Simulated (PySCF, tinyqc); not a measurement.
Inside a calculation. Method: RHF in the sto-6g basis, for OH-, spin multiplicity 1. The basis has no diffuse functions, so it cannot describe the extra electron: this is an exercise in the method, not the real anion. The lowest restricted solution is unstable here: a spin-polarised one lies 0.0118 hartree lower (PySCF). One step of it, computed by the program tinyqc.

Question. Iteration 3: building the Fock matrix. J_ij = sum D_kl (ij|kl), K_ij = sum D_kl (ik|jl); F = H + J - 0.5 K; E = tr D H + tr D J / 2 - 0.25 tr D K + E_nn.

D after iteration 2, order 1O 1s, 1O 2s, 1O 2px, 1O 2py, 1O 2pz, 2H 1s:
$$\begin{pmatrix}
2.112655 & -0.488682 & 0.000000 & 0.000000 & 0.043041 & 0.021350 \\
-0.488682 & 2.123402 & 0.000000 & 0.000000 & -0.206996 & -0.166196 \\
0.000000 & 0.000000 & 2.000000 & 0.000000 & 0.000000 & 0.000000 \\
0.000000 & 0.000000 & 0.000000 & 2.000000 & 0.000000 & 0.000000 \\
0.043041 & -0.206996 & 0.000000 & 0.000000 & 0.347702 & 0.709498 \\
0.021350 & -0.166196 & 0.000000 & 0.000000 & 0.709498 & 1.480594
\end{pmatrix}$$

core Hamiltonian H = T + V (hartree), order 1O 1s, 1O 2s, 1O 2px, 1O 2py, 1O 2pz, 2H 1s:
$$\begin{pmatrix}
-32.246480 & -7.120200 & 0.000000 & 0.000000 & -0.005344 & -0.324514 \\
-7.120200 & -8.473048 & 0.000000 & 0.000000 & -0.063734 & -0.914732 \\
0.000000 & 0.000000 & -6.774704 & 0.000000 & 0.000000 & 0.000000 \\
0.000000 & 0.000000 & 0.000000 & -6.774704 & 0.000000 & 0.000000 \\
-0.005344 & -0.063734 & 0.000000 & 0.000000 & -6.802467 & -0.774194 \\
-0.324514 & -0.914732 & 0.000000 & 0.000000 & -0.774194 & -2.989158
\end{pmatrix}$$

Two-electron integrals (ij|kl) in chemists' order, unique and non-zero (hartree):
```
(11|11) 4.787491   (21|11) 0.675884   (21|21) 0.121505   (22|11) 1.117379
(22|21) 0.249212   (22|22) 0.817383   (31|31) 0.025762   (32|31) 0.039145
(32|32) 0.180664   (33|11) 1.117381   (33|21) 0.249212   (33|22) 0.817382
(33|33) 0.880663   (41|41) 0.025762   (42|41) 0.039145   (42|42) 0.180664
(43|43) 0.047461   (44|11) 1.117381   (44|21) 0.249212   (44|22) 0.817382
(44|33) 0.785741   (44|44) 0.880663   (51|51) 0.025762   (52|51) 0.039145
(52|52) 0.180664   (53|53) 0.047461   (54|54) 0.047461   (55|11) 1.117381
(55|21) 0.249212   (55|22) 0.817382   (55|33) 0.785741   (55|44) 0.785741
(55|55) 0.880663   (61|11) 0.032400   (61|21) 0.005595   (61|22) 0.011264
(61|33) 0.011242   (61|44) 0.011242   (61|51) 0.000275   (61|52) 0.000544
(61|55) 0.011308   (61|61) 0.000262   (62|11) 0.102189   (62|21) 0.023226
(62|22) 0.087510   (62|33) 0.085995   (62|44) 0.085995   (62|51) 0.001850
(62|52) 0.015088   (62|55) 0.090542   (62|61) 0.001080   (62|62) 0.013285
(63|31) 0.002243   (63|32) 0.013647   (63|53) 0.002939   (63|63) 0.001609
(64|41) 0.002243   (64|42) 0.013647   (64|54) 0.002939   (64|64) 0.001609
(65|11) 0.085515   (65|21) 0.019664   (65|22) 0.078707   (65|33) 0.075589
(65|44) 0.075589   (65|51) 0.003500   (65|52) 0.025495   (65|55) 0.084944
(65|61) 0.000945   (65|62) 0.014472   (65|65) 0.017105   (66|11) 0.314739
(66|21) 0.072731   (66|22) 0.313358   (66|33) 0.305139   (66|44) 0.305139
(66|51) 0.005250   (66|52) 0.061131   (66|55) 0.329793   (66|61) 0.003381
(66|62) 0.069068   (66|65) 0.084795   (66|66) 0.774999
```

nuclear repulsion = 2.52289493 hartree

Give: Coulomb J; exchange K; Fock matrix F; total energy of this density.

Answer.

Coulomb J (hartree), order 1O 1s, 1O 2s, 1O 2px, 1O 2py, 1O 2pz, 2H 1s:
$$\begin{pmatrix}
17.239 & 3.050 & 0.000 & 0.000 & -0.002 & 0.142 \\
3.050 & 7.953 & 0.000 & 0.000 & 0.050 & 0.867 \\
0.000 & 0.000 & 7.990 & 0.000 & 0.000 & 0.000 \\
0.000 & 0.000 & 0.000 & 7.990 & 0.000 & 0.000 \\
-0.002 & 0.050 & 0.000 & 0.000 & 7.881 & 0.795 \\
0.142 & 0.867 & 0.000 & 0.000 & 0.795 & 3.815
\end{pmatrix}$$

exchange K (hartree), order 1O 1s, 1O 2s, 1O 2px, 1O 2py, 1O 2pz, 2H 1s:
$$\begin{pmatrix}
9.824 & 1.522 & 0.000 & 0.000 & 0.000 & 0.078 \\
1.522 & 2.547 & 0.000 & 0.000 & -0.106 & 0.329 \\
0.000 & 0.000 & 2.275 & 0.000 & 0.000 & 0.000 \\
0.000 & 0.000 & 0.000 & 2.275 & 0.000 & 0.000 \\
0.000 & -0.106 & 0.000 & 0.000 & 1.033 & 0.409 \\
0.078 & 0.329 & 0.000 & 0.000 & 0.409 & 1.279
\end{pmatrix}$$

Fock matrix F (hartree), order 1O 1s, 1O 2s, 1O 2px, 1O 2py, 1O 2pz, 2H 1s:
$$\begin{pmatrix}
-19.919 & -4.831 & 0.000 & 0.000 & -0.007 & -0.222 \\
-4.831 & -1.793 & 0.000 & 0.000 & 0.039 & -0.212 \\
0.000 & 0.000 & 0.078 & 0.000 & 0.000 & 0.000 \\
0.000 & 0.000 & 0.000 & 0.078 & 0.000 & 0.000 \\
-0.007 & 0.039 & 0.000 & 0.000 & 0.562 & -0.183 \\
-0.222 & -0.212 & 0.000 & 0.000 & -0.183 & 0.186
\end{pmatrix}$$

total energy of this density = -74.69405 hartree
